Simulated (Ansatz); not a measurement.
# CH₁₀Si₂ (built from SMILES C.[SiH3][SiH3]): a reaction path by the nudged elastic band

Aim: the minimum-energy path between two given structures and its highest point. Both ends were relaxed at PBE0-D4 in triple zeta.

Computed with Ansatz 0.2.0, Gaussian basis. Level: PBE0-D4/def2-SVP.

23 further runs of the same task are left out: 1 that didn't finish, 22 set aside as unsound or not needed.

### 1 The starting structure

The first end: 13 atoms, charge 0, spin multiplicity 1.

Atoms are counted from 1 here; the program's logs count them from 0.

Bond lengths: Si1–Si2 2.339 Å, Si1–H3 1.487 Å, Si1–H4 1.488 Å, Si1–H5 1.488 Å, Si2–H8 1.488 Å, Si2–H9 1.487 Å, Si2–H10 1.487 Å, H6–C7 1.090 Å, C7–H11 1.090 Å, C7–H12 1.090 Å, C7–H13 1.090 Å. Angles: Si2–Si1–H3 110.7°, Si2–Si1–H4 110.1°, Si2–Si1–H5 110.1°, H3–Si1–H4 108.6°, H3–Si1–H5 108.6°, H4–Si1–H5 108.6°, Si1–Si2–H8 109.8°, Si1–Si2–H9 110.5°, Si1–Si2–H10 110.5°, H8–Si2–H9 108.6°, H8–Si2–H10 108.6°, H9–Si2–H10 108.8°, H6–C7–H11 109.5°, H6–C7–H12 109.5°, H6–C7–H13 109.5°, H11–C7–H12 109.4°, H11–C7–H13 109.4°, H12–C7–H13 109.5°.

As a file:

```xyz
13

Si    0.56948    1.10063    1.67205
Si    1.42310   -0.80541    0.61956
H    -0.63001    1.60656    0.95329
H     0.18438    0.78164    3.07332
H     1.59793    2.17549    1.69624
H    -0.83599   -0.93690   -2.17896
C    -1.59773   -0.23658   -1.83741
H     2.62566   -1.28949    1.35030
H     0.40779   -1.89203    0.60481
H     1.81280   -0.49514   -0.78182
H    -2.41420   -0.20779   -2.55851
H    -1.16218    0.75794   -1.74311
H    -1.98093   -0.55902   -0.86956
```

The second end:

```mol
CH10Si2
  3D, bonds by distance, orders not assigned

 13 11  0  0  0  0  0  0  0  0999 V2000
   -0.8577    1.3108    0.7087 Si  0  0
    1.8137   -1.6777    0.1422 Si  0  0
   -1.2189    2.7346    0.9477 H   0  0
   -1.4745    0.4854    1.7817 H   0  0
    0.6221    1.1877    0.8230 H   0  0
    0.4345   -1.8385    0.6704 H   0  0
   -1.4416    0.7562   -0.9790 C   0  0
    2.6609   -1.0038    1.1567 H   0  0
    2.3772   -3.0170   -0.1662 H   0  0
    1.7729   -0.8637   -1.0991 H   0  0
   -1.1889   -0.2918   -1.1526 H   0  0
   -0.9747    1.3532   -1.7657 H   0  0
   -2.5249    0.8644   -1.0676 H   0  0
  1  3  8  0
  1  4  8  0
  1  5  8  0
  1  7  8  0
  2  6  8  0
  2  8  8  0
  2  9  8  0
  2 10  8  0
  7 11  8  0
  7 12  8  0
  7 13  8  0
M  END
```

### 2 The band at PBE0-D4/def2-SVP

The input, neb/in.yaml:

```yaml
crystal:
  periodic: [false, false, false]
  atoms:
    - {symbol: Si, position_ang: [0.569483, 1.100630, 1.672046]}
    - {symbol: Si, position_ang: [1.423098, -0.805415, 0.619564]}
    - {symbol: H, position_ang: [-0.630006, 1.606564, 0.953287]}
    - {symbol: H, position_ang: [0.184382, 0.781644, 3.073324]}
    - {symbol: H, position_ang: [1.597932, 2.175486, 1.696236]}
    - {symbol: H, position_ang: [-0.835988, -0.936897, -2.178961]}
    - {symbol: C, position_ang: [-1.597735, -0.236583, -1.837409]}
    - {symbol: H, position_ang: [2.625657, -1.289486, 1.350304]}
    - {symbol: H, position_ang: [0.407789, -1.892025, 0.604811]}
    - {symbol: H, position_ang: [1.812805, -0.495144, -0.781818]}
    - {symbol: H, position_ang: [-2.414203, -0.207791, -2.558513]}
    - {symbol: H, position_ang: [-1.162182, 0.757942, -1.743114]}
    - {symbol: H, position_ang: [-1.980932, -0.559025, -0.869558]}
basis:
  gaussian: {orbitals: def2-SVP}
hamiltonian: {xc: pbe0, dispersion: d4}
neb:
  images: 5
  climbing: true
  max_iterations: 40
  initial_path: idpp
  final_atoms:
    - {symbol: Si, position_ang: [-0.857687, 1.310819, 0.708688]}
    - {symbol: Si, position_ang: [1.813662, -1.677655, 0.142155]}
    - {symbol: H, position_ang: [-1.218903, 2.734589, 0.947747]}
    - {symbol: H, position_ang: [-1.474492, 0.485401, 1.781745]}
    - {symbol: H, position_ang: [0.622077, 1.187732, 0.822961]}
    - {symbol: H, position_ang: [0.434526, -1.838508, 0.670367]}
    - {symbol: C, position_ang: [-1.441562, 0.756237, -0.978987]}
    - {symbol: H, position_ang: [2.660947, -1.003802, 1.156654]}
    - {symbol: H, position_ang: [2.377206, -3.016981, -0.166159]}
    - {symbol: H, position_ang: [1.772881, -0.863694, -1.099084]}
    - {symbol: H, position_ang: [-1.188940, -0.291836, -1.152587]}
    - {symbol: H, position_ang: [-0.974685, 1.353150, -1.765665]}
    - {symbol: H, position_ang: [-2.524930, 0.864449, -1.067634]}
```

Run with:

```sh
$ ansatz run in.yaml --threads 4 --pin off --events-out ev --progress --plain --max-ram 9574MiB
```

What does the calculation give? Wanted: from earlier runs: barrier over the separately found saddle, CCSD(T)/def2-TZVPP.

**Answer**, as computed:

```
                                                                       quantity                                                  value
                                                PBE0-D4/def2-SVP, 24 iterations  highest 336.4 kJ/mol (image 3), last end +15.7 kJ/mol
from earlier runs: barrier over the separately found saddle, CCSD(T)/def2-TZVPP                                           354.9 kJ/mol
```

The highest image lies 336.4 kJ/mol above the first end, and it climbed, so it estimates the saddle. The ends are not quite minima at this level (largest force component 0.28 eV/Å), so the heights are unreliable: relaxing the first end would lower it and raise the barrier above it. The highest image is 18.4 kJ/mol below the CCSD(T) barrier in triple zeta, which comes from separate runs on the saddle.
